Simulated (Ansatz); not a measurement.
Reaction: CHCl2F (SMILES FC(Cl)Cl) → F (doublet) + CHCl2 (SMILES Cl[CH]Cl, doublet) (the C-F bond breaks)
Each species at its own B3LYP-D3(BJ)/def2-TZVP minimum (Ansatz, a quantum-chemistry and plane-wave program).

Total energies in hartree (Ansatz). Radicals and triplets start from unrestricted determinants; spin-orbit coupling is neglected. Correlated methods leave the cores frozen. No relativity.

```csv
species,HF/cc-pV(T+d)Z,CCSD(T)/cc-pV(T+d)Z,HF/cc-pV(Q+d)Z,CCSD(T)/cc-pV(Q+d)Z,CCSD(T)/cc-pV(D+d)Z,CCSDT(Q)/cc-pV(D+d)Z
"1: CHCl2F (dichloro(fluoro)methane, SMILES ClC(Cl)F)",-1056.96455,-1057.82876,-1056.98279,-1057.92004,-1057.53633,-1057.53852
2: F (doublet),-99.40552,-99.62036,-99.41377,-99.65026,-99.52757,-99.52776
"3: CHCl2 (SMILES Cl[CH]Cl, doublet)",-957.45208,-958.03660,-957.46212,-958.09462,-957.85047,-957.85237
```

Question: Work out the bond dissociation energy (electronic) in kcal/mol: take Hartree-Fock from cc-pV(Q+d)Z, extrapolate the CCSD(T) correlation energy as X^-3 (X = 3, 4), and add CCSDT(Q) - CCSD(T) in cc-pV(D+d)Z. 1 hartree = 627.51 kcal/mol.

Answer: 
Species 1: correlation (64·(-0.93725) - 27·(-0.86421))/37 = -0.99055; step -0.00219; E1 = -1056.98279 + (-0.99055) + (-0.00219) = -1057.97553
Species 2: correlation (64·(-0.23649) - 27·(-0.21484))/37 = -0.25229; step -0.00019; E2 = -99.41377 + (-0.25229) + (-0.00019) = -99.66625
Species 3: correlation (64·(-0.63250) - 27·(-0.58452))/37 = -0.66751; step -0.00190; E3 = -957.46212 + (-0.66751) + (-0.00190) = -958.13153
-1·E1 +1·E2 +1·E3 = 0.17775 hartree = 111.5 kcal/mol.
